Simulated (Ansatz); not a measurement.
The input, for Ansatz 0.2.0:

```yaml
crystal:
  periodic: [false, false, false]
  atoms:
    - {symbol: Si, position_ang: [0.000000, 0.000000, 0.595671]}
    - {symbol: C, position_ang: [0.000000, 0.000000, -1.106259]}
    - {symbol: H, position_ang: [0.000000, -0.909276, -1.707827]}
    - {symbol: H, position_ang: [0.000000, 0.909276, -1.707827]}
basis:
  gaussian: {orbitals: 6-31G}
total_charge: 1
magnetization: {spin_polarized: false, initial_magnetization: 1}
correlation: {method: ccsdtq, electrons: outside_noble_gas}
```

```sh
$ ansatz run in.yaml --threads 2 --pin off --events-out ev --progress --plain --max-ram 15360MiB --backend cuda --devices 0, --max-vram 18GiB
```

Question: Roughly how long does this take on 2 threads of AMD EPYC 7R13 with a shared H100 80 GB, shared host, and how much host memory?

Answer: 10 s wall and 0.83 GiB.

```
564 factors; integrals over basis functions are off by at most 2.2e-7 eV
mean field evaluation 1: about -8903.6590 eV, gradient 4.5e1 eV
mean field evaluation 2: about -8903.6603 eV, gradient 4.5e1 eV
mean field evaluation 4: about -8912.4803 eV, gradient 1.0e1 eV
mean field evaluation 8: about -8912.9535 eV, gradient 4.1e-4 eV
mean field evaluation 16: about -8912.9543 eV, gradient 2.0e-1 eV
mean field evaluation 32: about -8911.1907 eV, gradient 1.2e-5 eV
mean field evaluation 64: about -8911.1907 eV, gradient 3.1e-3 eV
mean field evaluation 96: about -8909.2433 eV, gradient 6.1e-1 eV
mean field evaluation 128: about -8905.0490 eV, gradient 2.0e-3 eV
mean field evaluation 160: about -8904.7375 eV, gradient 4.8e0 eV
mean field evaluation 192: about -8911.1907 eV, gradient 1.6e-6 eV
mean field -8912.95348931 eV, -327.5449993155 hartree, gradient 9.2e-7 eV, S^2 0.750000; 4 other end points of the search recorded, 0 dependent functions left out
mean field evaluation 224: about -8911.7112 eV, gradient 3.9e-2 eV
mean field evaluation 256: about -8912.9954 eV, gradient 4.7e-1 eV
mean field evaluation 288: about -8911.1759 eV, gradient 2.1e0 eV
determinant -8912.95348931 eV, -327.5449993155 hartree, with singles and doubles -8916.47805650 eV, -327.6745247706 hartree
determinant -8911.19065999 eV, -327.4802165328 hartree, with singles and doubles -8915.49560657 eV, -327.6384204016 hartree
6 core orbitals not correlated: weight in the atoms' cores, before any rotation towards them, 1.000 or more for the frozen orbitals, at most 0.000 for the correlated occupied ones
reference -8912.95348931 eV, -327.5449993155 hartree; 5, 4 occupied and 15, 16 virtual orbitals, 564 factors
second order -2.78785077 eV of doubles, -0.02366025 eV of singles
cycle   1  -3.26833531 eV  change   -4.6e-1 eV  update   7.0e-2
cycle   2  -3.57061883 eV  change   -3.0e-1 eV  update   3.2e-2
cycle   3  -3.61166968 eV  change   -4.1e-2 eV  update   1.3e-2
cycle   4  -3.60929712 eV  change    2.4e-3 eV  update   4.5e-3
cycle   5  -3.61147481 eV  change   -2.2e-3 eV  update   2.1e-3
cycle   6  -3.61282170 eV  change   -1.3e-3 eV  update   8.7e-4
cycle   7  -3.61243995 eV  change    3.8e-4 eV  update   3.4e-4
cycle   8  -3.61242649 eV  change    1.3e-5 eV  update   1.5e-4
cycle   9  -3.61247197 eV  change   -4.5e-5 eV  update   6.5e-5
cycle  10  -3.61245186 eV  change    2.0e-5 eV  update   3.2e-5
cycle  11  -3.61246849 eV  change   -1.7e-5 eV  update   1.5e-5
cycle  12  -3.61246774 eV  change    7.5e-7 eV  update   5.7e-6
cycle  13  -3.61246825 eV  change   -5.2e-7 eV  update   3.0e-6
cycle  14  -3.61247019 eV  change   -1.9e-6 eV  update   1.4e-6
cycle  15  -3.61247084 eV  change   -6.5e-7 eV  update   5.6e-7
Total energy: -8916.56596016 eV, -327.6777551702 hartree
```

For the same geometry and basis full CI lies 0.3 meV lower.
